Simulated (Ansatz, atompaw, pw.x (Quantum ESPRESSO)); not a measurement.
## pw.x on diamond W: one setting changed

Potential: PAW, atompaw 4.2.0.5, PBEsol; core [Kr] 4d10 4f14, reference 5s2 5p6 5d4 6s2 6p0; waves: 5s (bound): rc 1.40 bohr; 6s (bound): rc 2.35 bohr; 5p (bound): rc 1.45 bohr; 6p (bound, empty): rc 2.35 bohr; 5d (bound): rc 2.05 bohr; 5d channel at 0.05 Ry: rc 2.35 bohr; local part: bessel scheme, radius 1.80 bohr; core correction: smooth core density matched at 1.55 bohr; augmentation: besselshape compensation charge, radius 1.90 bohr; PAW radius 2.35 bohr; waves and projectors: custom polynom gramschmidtortho.

The reference run (k-mesh 8³, cutoffs 60/600 Ry, Fermi–Dirac 0.01 Ry, mixing_beta 0.4, conv_thr 1e-9, no spin) gives -0.96 GPa at 23.915 Å³/atom, where all-electron LAPW gives -0.12 GPa. This run, with its own iteration cap, changes degauss to 0.02.

```
&control
  calculation='scf', prefix='x', pseudo_dir='./', outdir='./tmp', tstress=.true., disk_io='none'
/
&system
  ibrav=0, nat=2, ntyp=1, ecutwfc=60, ecutrho=600, nbnd=23,
  occupations='smearing', smearing='fd', degauss=0.02
/
&electrons
  conv_thr=1e-09, mixing_beta=0.4, electron_maxstep=50
/
ATOMIC_SPECIES
W 1.0 W.UPF
CELL_PARAMETERS angstrom
  0.00000000 2.88108980 2.88108980
  2.88108980 0.00000000 2.88108980
  2.88108980 2.88108980 0.00000000
ATOMIC_POSITIONS crystal
W 0.0000 0.0000 0.0000
W 0.2500 0.2500 0.2500
K_POINTS automatic
8 8 8 0 0 0
```

```bash
pw.x < W.scf.in > W.scf.out
```

How does the run end?

It converges in 13 iterations; the free energy moves by -122.0 meV/atom and the pressure by +0.79 GPa. In a metal, with Fermi–Dirac smearing, F lies below its zero-width value by a term in the square of the width.

```
Message from routine setup:
     using ibrav=0 with symmetry is DISCOURAGED, use correct ibrav instead
     lattice parameter (alat)  =       7.6996  a.u.
     unit-cell volume          =     322.7728 (a.u.)^3
     number of electrons       =        28.00
     number of Kohn-Sham states=           23
     kinetic-energy cutoff     =      60.0000  Ry
     charge density cutoff     =     600.0000  Ry
     scf convergence threshold =      1.0E-09
     Exchange-correlation= SLA PW PSX PSC
     number of k points=    29  Fermi-Dirac smearing, width (Ry)=  0.0200
     iteration #  1     ecut=    60.00 Ry     beta= 0.40
     total energy              =   -1501.24777091 Ry
     estimated scf accuracy    <       0.09898003 Ry
     iteration #  2     ecut=    60.00 Ry     beta= 0.40
     total energy              =   -1501.24355411 Ry
     estimated scf accuracy    <       0.02740891 Ry
     iteration #  3     ecut=    60.00 Ry     beta= 0.40
     total energy              =   -1501.24602013 Ry
     estimated scf accuracy    <       0.00080180 Ry
     iteration #  4     ecut=    60.00 Ry     beta= 0.40
     c_bands:  1 eigenvalues not converged
     c_bands:  1 eigenvalues not converged
     c_bands:  1 eigenvalues not converged
     total energy              =   -1501.24697065 Ry
     estimated scf accuracy    <       0.00005060 Ry
     iteration #  5     ecut=    60.00 Ry     beta= 0.40
     c_bands:  1 eigenvalues not converged
     total energy              =   -1501.24697591 Ry
     estimated scf accuracy    <       0.00004184 Ry
     iteration #  6     ecut=    60.00 Ry     beta= 0.40
     total energy              =   -1501.24697147 Ry
     estimated scf accuracy    <       0.00002085 Ry
     iteration #  7     ecut=    60.00 Ry     beta= 0.40
     total energy              =   -1501.24697689 Ry
     estimated scf accuracy    <       0.00000050 Ry
     iteration #  8     ecut=    60.00 Ry     beta= 0.40
     total energy              =   -1501.24697761 Ry
     estimated scf accuracy    <       0.00000043 Ry
     iteration #  9     ecut=    60.00 Ry     beta= 0.40
     total energy              =   -1501.24697670 Ry
     estimated scf accuracy    <       0.00000395 Ry
     iteration # 10     ecut=    60.00 Ry     beta= 0.40
     total energy              =   -1501.24697710 Ry
     estimated scf accuracy    <       0.00000002 Ry
     iteration # 11     ecut=    60.00 Ry     beta= 0.40
     total energy              =   -1501.24697710 Ry
     estimated scf accuracy    <       0.00000002 Ry
     iteration # 12     ecut=    60.00 Ry     beta= 0.40
     total energy              =   -1501.24697710 Ry
     estimated scf accuracy    <          4.9E-09 Ry
     iteration # 13     ecut=    60.00 Ry     beta= 0.40
     the Fermi energy is    12.6277 ev
!    total energy              =   -1501.24697710 Ry
     estimated scf accuracy    <          3.3E-10 Ry
     smearing contrib. (-TS)   =      -0.04686012 Ry
     convergence has been achieved in  13 iterations
          total   stress  (Ry/bohr**3)                   (kbar)     P=       -1.68
     Message from routine punch:
     Nothing written, as per user request (disk_io='none')
```

The run took about 40 s on one core of a shared host (AMD EPYC 9R45, 192 threads, 1484 GiB, load 104).
